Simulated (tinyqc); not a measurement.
Inside a calculation. Method: extended Hueckel theory, for CH3+. The parameters take no account of the charge, which enters only through the electron count. One step of it, computed by the program tinyqc.

Task: Orbitals. Solve H C = S C e through S^(-1/2); fill by pairs from the bottom, a degenerate level sharing its electrons equally; each orbital has its largest coefficient positive (the first on a tie).

H (eV), lower triangle:
```
             1C 2s      1C 2px      1C 2py      1C 2pz       2H 1s       3H 1s       4H 1s
1C 2s   -21.400000
1C 2px    0.000000  -11.400000
1C 2py    0.000000    0.000000  -11.400000
1C 2pz    0.000000    0.000000    0.000000  -11.400000
2H 1s   -15.224108  -10.778439    0.000000    0.869874  -13.600000
3H 1s   -15.217783    5.386041   -9.333140    0.869361   -3.052784  -13.600000
4H 1s   -15.217783    5.386041    9.333140    0.869361   -3.052784   -3.049546  -13.600000
```

overlap S, lower triangle:
```
           1C 2s     1C 2px     1C 2py     1C 2pz     2H 1s     3H 1s     4H 1s
1C 2s   1.000000
1C 2px  0.000000   1.000000
1C 2py  0.000000   0.000000   1.000000
1C 2pz  0.000000   0.000000   0.000000   1.000000
2H 1s   0.497114   0.492729   0.000000  -0.039766  1.000000
3H 1s   0.496907  -0.246219   0.426658  -0.039742  0.128268  1.000000
4H 1s   0.496907  -0.246219  -0.426658  -0.039742  0.128268  0.128132  1.000000
```

valence electrons = 6

Give: orbital energies; occupations; coefficients; sum of one-electron energies.

Result:

orbital energies (eV): -24.226  -15.734  -15.733  -11.424  6.751  6.757  22.384

occupations: 2.000  2.000  2.000  0.000  0.000  0.000  0.000

coefficients:
```
          MO1     MO2     MO3     MO4     MO5     MO6     MO7
1C 2s   0.672   0.000   0.000   0.054   0.000  -0.001   1.413
1C 2px  0.000   0.000   0.527   0.000   0.000   1.200   0.002
1C 2py  0.000   0.527   0.000   0.000   1.200   0.000   0.000
1C 2pz  0.004   0.000   0.000   0.997   0.000   0.000  -0.122
2H 1s   0.199   0.000   0.503  -0.019   0.000  -1.029  -0.784
3H 1s   0.199   0.436  -0.252  -0.019  -0.892   0.516  -0.782
4H 1s   0.199  -0.436  -0.252  -0.019   0.892   0.516  -0.782
```

sum of one-electron energies = -111.388 eV
